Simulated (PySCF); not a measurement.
C4H9N.
Numbering: `[CH3:1][CH:2]1[CH2:3][NH:4][CH2:5]1` (hydrogens: H6, H7, H8 on C1; H9 on C2; H10, H11 on C3; H12 on N4; H13, H14 on C5)

Structure optimised with GFN2-xTB, isolated species.

Some entries are withheld. Bonds in one row agree within 0.01 Å.

```json
{"coordinate": "C1–C2", "value": "?"}
{"coordinate": "C2–C3, C2–C5", "value": "?"}
{"coordinate": "C3–N4, N4–C5", "value": "?"}
{"coordinate": "C1–H6, C1–H7, C1–H8", "value": "1.088 Å"}
{"coordinate": "C2–H9", "value": "1.091 Å"}
{"coordinate": "C3–H10, C5–H13", "value": "1.096 Å"}
{"coordinate": "C3–H11, C5–H14", "value": "1.092 Å"}
{"coordinate": "N4–H12", "value": "1.013 Å"}
{"coordinate": "C2–C1–H6", "value": "110.4°"}
{"coordinate": "H6–C1–H7", "value": "?"}
{"coordinate": "C1–C2–C3", "value": "114.5°"}
{"coordinate": "C1–C2–H9", "value": "110.3°"}
{"coordinate": "C3–C2–C5", "value": "?"}
{"coordinate": "C3–C2–H9", "value": "114.7°"}
{"coordinate": "C2–C3–N4", "value": "89.6°"}
{"coordinate": "C2–C3–H10", "value": "113.5°"}
{"coordinate": "C2–C3–H11", "value": "116.1°"}
{"coordinate": "N4–C3–H10", "value": "115.2°"}
{"coordinate": "N4–C3–H11", "value": "?"}
{"coordinate": "H10–C3–H11", "value": "109.0°"}
{"coordinate": "C3–N4–C5", "value": "91.7°"}
{"coordinate": "C3–N4–H12", "value": "116.3°"}
{"coordinate": "N4–C5–H14", "value": "?"}
```

Estimate the withheld lengths and angles.

- C1–C2 = 1.517 Å, drawn single (methyl carbon to four-membered-ring carbon); equal to the sum of covalent radii, 1.52 Å.
- C2–C3, C2–C5 = 1.539 Å, drawn single (four-membered-ring carbon to sp3 carbon bound to nitrogen); 0.02 Å above the sum of covalent radii, 1.52 Å.
- C3–N4, N4–C5 = 1.465 Å, drawn single (sp3 carbon bound to nitrogen to secondary amine nitrogen); 0.01 Å below the sum of covalent radii, 1.47 Å.
- H6–C1–H7 = 108.8°, at the methyl carbon; the outer atoms are 1.769 Å apart.
- C3–C2–C5 = 86.2°, at the four-membered-ring carbon, inside a 4-membered ring; the outer atoms are 2.102 Å apart.
- N4–C3–H11 = 112.5°, at the sp3 carbon bound to nitrogen; the outer atoms are 2.136 Å apart.
- N4–C5–H14 = 112.5°, at the sp3 carbon bound to nitrogen; the outer atoms are 2.137 Å apart.

Radii are Cordero's, carbon taken as 0.76, 0.73 or 0.69 Å for four, three, and two or fewer neighbours.

No GFN2-xTB frequencies stand behind this structure, so it isn't proved a minimum. One conformer, not necessarily the lowest (C1–C2–C3–N4 -103°, C2–C3–N4–C5 -13°, C3–N4–C5–C2 13°, C1–C2–C5–N4 103°).

The numbers are calculated, not measured.
